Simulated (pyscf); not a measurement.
PySCF, gas phase, ωB97X-D3(BJ)/def2-SVP geometries. Correlated levels are frozen-core, on RHF or UHF. ΔMP2 is the change of the MP2 total energy from the triple- to the quadruple-zeta basis.

Question: Estimate by transition-state theory (the high-pressure limit) the rate constant of `[SeH]` [doublet] + `[CH2]=[CH2]` → `[CH2][CH2][SeH]` [doublet] (doublet surface; none broken, C–Se formed) at 1200 K, with CCSD(T)/def2-TZVPP + ΔMP2(QZVPP) energies (ideal gas, 1 atm, RRHO with modes under 100 cm⁻¹ raised to 100, one conformer, R ln 2 for chiral ones without a mode under 150 cm⁻¹; no tunnelling).

Answer: The electronic barrier is 0.8 kcal/mol and the thermal terms add +32.2, so ΔG‡ = 33.1 kcal/mol. With k_BT/h = 2.50e+13 s⁻¹ and RT = 2.385 kcal/mol, and a volume of 1.64e-19 cm³ per molecule at 1 atm, k = 3.9e-12 cm³ molecule⁻¹ s⁻¹. The product is born with the 5 kcal/mol of the reverse barrier and needs collisions to keep. Wigner's tunnelling factor for 336i cm⁻¹ would be 1.01. The way back has so low a barrier that the product returns at once, so this is no net rate. A shift of 1 kcal/mol in the barrier changes k by a factor 1.5. •H₂C–CH₂–SeH lies 24.8 kcal/mol over its isomer H₃C–CH₂–Se• (electronic energy, ωB97M-D3(BJ)/def2-TZVP). One saddle was located; it need not be the lowest between these sides. The CCSD(T) − MP2 part came from Ansatz, without density fitting, on the same reference. A UHF reference is spin-contaminated (<S²> up to 0.96), which harms MP2 most. The frozen core leaves the outer d or s,p core shells of the metals and heavy elements correlated in the MP2 and CC values, and def2-TZVPP describes them poorly, which can shift differences by a few kcal/mol. Left out: orbital degeneracy and the spin-orbit lowering of SeH, which is large for Br, Se, Te and I. Elements up to Kr have no core potential and no relativistic terms here.
